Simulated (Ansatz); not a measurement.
Ansatz (a first-principles code) input (CCSD(T)/cc-pVTZ):

Ansatz 0.2 input:
```yaml
crystal:
  periodic: [false, false, false]
  atoms:
    - {symbol: N, position_ang: [0.00456047, 0.00186225, 0.14178543]}
    - {symbol: H, position_ang: [-0.02755881, 0.79955398, -0.50646319]}
    - {symbol: H, position_ang: [-0.00436445, -0.81258975, -0.48603483]}
basis:
  gaussian:
    orbitals: cc-pVTZ
magnetization: {spin_polarized: true, initial_magnetization: 1}
correlation: {method: ccsd_t, electrons: outside_noble_gas}
```

End of the output:

```
determinant -1510.34108680 eV, -55.5040111941 hartree, with singles and doubles -1515.93796760 eV, -55.7096927696 hartree
1 core orbitals not correlated
reference -1512.56651342 eV, -55.5857941139 hartree; 4, 3 occupied and 53, 54 virtual orbitals, 338 factors
second order -5.02611255 eV of doubles, -0.00000000 eV of singles
coupled cluster: 0.13 GiB planned
cycle   1  -5.48891892 eV  change   -4.7e-1 eV  update   1.2e-2
cycle   2  -5.49995095 eV  change   -1.1e-2 eV  update   2.9e-3
cycle   3  -5.50039290 eV  change   -4.4e-4 eV  update   1.1e-3
cycle   4  -5.50066949 eV  change   -2.8e-4 eV  update   4.3e-4
cycle   5  -5.50076873 eV  change   -9.9e-5 eV  update   1.4e-4
cycle   6  -5.50078459 eV  change   -1.6e-5 eV  update   4.4e-5
cycle   7  -5.50081138 eV  change   -2.7e-5 eV  update   1.4e-5
cycle   8  -5.50080908 eV  change    2.3e-6 eV  update   5.2e-6
perturbative correction -0.15372241 eV, -0.0056491942 hartree
Total energy: -1518.22104491 eV, -55.7935943134 hartree
```
